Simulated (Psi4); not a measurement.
Psi4 input (wB97X-D/6-31G*):

```
memory 1500 MB

molecule {
0 1
C     0.00394345    0.00524516    0.76725426
Cl   -0.01752138    1.48253369   -0.22626440
Cl    0.01529894   -1.48548974   -0.20614288
H    -0.89039947   -0.00050138    1.37837936
H     0.90452024    0.01928333    1.36901878
symmetry c1
no_reorient
no_com
}

set {
  basis 6-31G*
  reference rks
  scf_type pk
  dft_radial_points 99
  dft_spherical_points 590
  e_convergence 1e-8
  d_convergence 1e-7
  maxiter 150
}

e = energy('wb97x-d')
print_out(f'\nFINAL {e:.10f} DIPOLE {variable("CURRENT DIPOLE")[0]:.6f} {variable("CURRENT DIPOLE")[1]:.6f} {variable("CURRENT DIPOLE")[2]:.6f}\n')
```

From the last part of the output:

```
      34A      0.592962    35A      0.602424    36A      0.707782
      37A      0.873534    38A      0.900267    39A      0.910588
      40A      0.950324    41A      0.954644    42A      0.954722
      43A      0.975232    44A      0.982696    45A      1.041546
      46A      1.113430    47A      1.136249    48A      1.204187
      49A      1.398126    50A      1.766678    51A      1.800659
      52A      2.192103    53A      2.214444    54A      2.280553
      55A      4.112614    56A      4.355258    57A      4.394807

    Final Occupation by Irrep:
              A
    DOCC [    21 ]
    NA   [    21 ]
    NB   [    21 ]

  @RKS Final Energy:  -959.64961045559482

   => Energetics <=

    Nuclear Repulsion Energy =            133.6055114378977180
    One-Electron Energy =               -1588.9986013261843709
    Two-Electron Energy =                 541.2580912021608128
    DFT Exchange-Correlation Energy =     -45.5140850744318541
    Empirical Dispersion Energy =          -0.0005266950372571
    VV10 Nonlocal Energy =                  0.0000000000000000
    Total Energy =                       -959.6496104555948250

Computation Completed

Properties will be evaluated at   0.000000,   0.000000,   0.000000 [a0]

Properties computed using the SCF density matrix

 Multipole Moments:

 ------------------------------------------------------------------------------------
     Multipole            Electronic (a.u.)      Nuclear  (a.u.)        Total (a.u.)
 ------------------------------------------------------------------------------------

 L = 1.  Multiply by 2.5417464519 to convert [e a0] to [Debye]
 Dipole X            :          0.0038509           -0.0000000            0.0038509
 Dipole Y            :          0.0051219            0.0000001            0.0051221
 Dipole Z            :          0.7492469           -0.0000001            0.7492468
 Magnitude           :                                                    0.7492742

 ------------------------------------------------------------------------------------

FINAL -959.6496104556 DIPOLE 0.003851 0.005122 0.749247

*** Psi4 exiting successfully. Buy a developer a beer!
```
